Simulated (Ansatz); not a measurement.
A made-up structure of CH4AlS, doublet:

```xyz
7
angstrom
Al -1.0405 0.5346 -0.8046
C 0.4110 0.0732 0.3566
S 0.9455 -1.5289 0.5855
H -1.7853 -0.6183 -1.5981
H -1.4425 2.0630 -0.9261
H 0.9607 0.8185 0.9249
H 0.5396 -0.6727 -0.3855
```

It is relaxed with PBE-D4/def2-SVP and then PBE0-D4/def2-TZVP (Ansatz 0.2.0). Atoms count as bonded within 1.22 times the sum of their covalent radii (H–H: 0.88 Å). The end point is not checked to be a true minimum.

Does its bonding change? (A judgement: the text doesn't fix the answer.)

The calculation gives: Yes. Formed: Al1–S3; broken: S3–H7.

Where it ends: The first stage lowers the energy by 3.26 eV in 19 steps. It ends as CH₄AlS ([CH2]1[AlH2][S]1):
Al1  (-1.244, 0.201, -0.577)
C2  (0.849, -0.064, 0.006)
S3  (-0.172, -1.094, 0.928)
H4  (-1.877, -0.577, -1.795)
H5  (-1.583, 1.685, -0.154)
H6  (0.902, 1.002, 0.240)
H7  (1.714, -0.484, -0.495)
(Å)

Labels in which every atom is bracketed show which atoms are joined, not bond orders.

For scale, one of the runs: PBE0-D4/def2-TZVP relaxation, 129 basis functions, launched by `ansatz run in.yaml --threads 2 --pin off --events-out ev --progress --plain --max-ram 4352MiB`. The run took about 24 s on 2 CPU threads of an Arm Neoverse V2 (shared host).
